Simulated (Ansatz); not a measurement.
**[SiH3···H···O], triplet in cc-pVDZ: errors against UCCSDT(Q)**

Geometry: a point of a hydrogen-transfer path between rigid fragments, not a stationary point.

```xyz
6

Si   -1.0557    0.0000    0.0000
H    -1.5506    1.3997    0.0000
H    -1.5506   -0.6999    1.2122
H    -1.5506   -0.6999   -1.2122
H     0.9983    0.0000    0.0000
O     2.0833    0.0000    0.0000
```

Basis cc-pVDZ; Ansatz 0.2.0. Correlated methods freeze the noble-gas cores, which leaves 14 electrons in 46 orbitals. Prefix R: restricted or restricted open-shell reference; prefix U: unrestricted. Active spaces: pair = (4e, 4o) about the gap.

Full CI isn't at hand for all of this; UCCSDT(Q) serves as the reference, and is uncertain by about the last step of the cluster series. The frozen core follows each run's orbitals, which can shift R against U totals by a few meV.

For open shells CISD is restricted-active-space CI with the open shells as a complete middle space.

The UHF ⟨S²⟩ is 2.025. The T1 diagnostic (RCCSD) is 0.0194. The largest doubles amplitude (RCCSD) is 0.047. The T1 diagnostic (UCCSD) is 0.0133.

```tsv
level	E − E(UCCSDT(Q)) (kJ/mol)	share of correlation (%)	wall time
RHF	806.7	0.00	–
UHF	784.6	2.74	–
RMP2	125.6	84.44	–
UMP2	127.2	84.24	–
CISD	81.7	89.87	6.5 s
RCCSD	16.7	97.93	–
UCCSD	16.3	97.98	–
RCCSD(T)	3.6	99.56	13 s
UCCSD(T)	3.5	99.57	11 s
BCCD(T)	3.5	99.56	3.8 s
RCCSDT	1.1	99.86	–
UCCSDT	1.0	99.88	–
RCCSDT(Q)	0.1	99.99	67 s
CASSCF (pair space)	732.2	9.23	–
NEVPT2 (pair space)	119.6	85.18	3.7 s
MRCISD (pair space)	69.6	91.37	–
MRCISD+Q (pair space)	7.3	99.09	4.2 s
```

The correlation energy at UCCSDT(Q), counted from RHF, is -8.361 eV. That run took 56 s on 1 thread of Arm Neoverse V2, shared host.

Times hold each run's SCF and search for its determinant on a shared host, so for small cases they say little of a method's own cost; they ran on 1 thread of Arm Neoverse V2.
